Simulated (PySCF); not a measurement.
# SiC+: from the state search to spectroscopic constants

The task here is to estimate one member of a computed series from the others.

Method: Si 6-311G(d,p), C 6-311G(d,p), no relativity; program: PySCF 2.14.0.

The first run:

The job is set up so:

```yaml
atoms: Si, C
charge: 1
basis: Si 6-311G(d,p), C 6-311G(d,p)
Hamiltonian: no relativity
basis_functions: 44
electrons_treated: 19
masses_in_u: 27.9769, 12.0000
levels: PBE0, PBE, r²SCAN, M06-2X, B2PLYP, M06-L, HF, MP2, SCS-MP2, CCSD, CCSD(T)
grid: 80 radial by 434 angular points
occupations: held fixed by the projection of orbital angular momentum
dissociation_limit: Si+ + C, each in its ground configuration
starting_distance_in_angstrom: 1.925
values_of_2S_to_try: 1, 3
```

Started as:

```sh
> OMP_NUM_THREADS=1 python dia.py task.json out
```

Steps of the session up to this table: Set-up; The PBE0 curve of the state that the search chose; Other states along the same grid; PBE (GGA); r²SCAN (meta-GGA); M06-2X (hybrid meta-GGA); B2PLYP; M06-L (meta-GGA); UHF (mean field); Adding correlation.

One of the session's tables, all rows but one given; the rest of the session is left out.

It belongs to the step «Constants by level of theory». 

```
      level  Re (Å)  ωe (cm⁻¹)  De (eV)
        UHF   1.784        938     2.55
    UHF-MP2   1.805        890     3.21
UHF-SCS-MP2   1.802        895     2.88
   UHF-CCSD   1.812        872     3.12
UHF-CCSD(T)   1.819        850     3.25
        PBE   1.845        780     3.97
     r²SCAN   1.826        824     3.85
      M06-L   1.815        858     4.00
       PBE0   1.818        842     3.67
     M06-2X       ?          ?        ?
     B2PLYP   1.821        831     3.31
```

Q: Estimate the row for M06-2X from the others.

The run gave: Re (Å): 1.809; ωe (cm⁻¹): 858; De (eV): 3.61. In the column «Re (Å)» it lies between UHF-MP2 (1.805) and UHF-CCSD (1.812).

De is counted to Si+ + C in their ground configurations.
